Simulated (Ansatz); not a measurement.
Tetradymite Bi₂Se₃, treated with PBEsol+SOC in Ansatz (PAW).

Run with plane-wave cutoff 520 eV, 10×10×10 k mesh, Fermi–Dirac smearing 0.01 eV, PAW data made under PBE.

Equation-of-state points:

```csv
V (Å³/atom),E − E_lowest (meV/atom)
26.767,6.04
27.324,1.38
27.882,0.00
28.440,1.20
28.997,4.26
```

### Question
Estimate the bulk modulus and its pressure derivative from these points.

### Answer
V0 = 27.876 Å³/atom, B0 = 36.4 GPa, B′ = 12.9 (fit to the energies at full precision).

Shape and atoms are relaxed at each volume.

Note: the cell comes from a level without a dispersion term, which matters for the spacing of layers, chains or molecules; the bulk modulus comes from volumes at which shape and atoms were relaxed.

The computed numbers hold no vibrational or temperature effects.

Ansatz is an electronic-structure program.
